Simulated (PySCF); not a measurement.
Atoms are numbered as in `[CH3:1][C:2]([CH3:3])([CH3:4])[CH:5]=[O:6]`. Each H is labelled by its parent atom.

GIAO PBE0/pcSseg-1 shifts (PySCF 2.14, gas phase, non-relativistic, equivalent atoms averaged), each against references optimised in the same way as the molecule (TMS, H2O).

On the GFN2-xTB geometry: C5 211.2, C2 44.5, C1/C3/C4 24.8, O6 667.4, H(C5) 9.81, H(C1)/H(C3)/H(C4) 1.04 ppm.

**Question.** What changes on the PBE0-D3(BJ)/def2-SVP geometry?

**Answer.** 
```
            atoms  δ (ppm)  change
               C5    209.4    -1.8
               C2     42.7    -1.8
         C1/C3/C4     24.3    -0.5
               O6    669.3    +1.9
            H(C5)     9.50   -0.31
H(C1)/H(C3)/H(C4)     0.97   -0.07
```

Bonds between heavy atoms that differ most (equivalent bonds averaged): C2–C5 1.512 → 1.518 Å, C5–O6 1.197 → 1.200 Å. Mean change of bonds to hydrogen: C–H +0.014 Å. The two structures also differ in conformation, which adds to the changes.
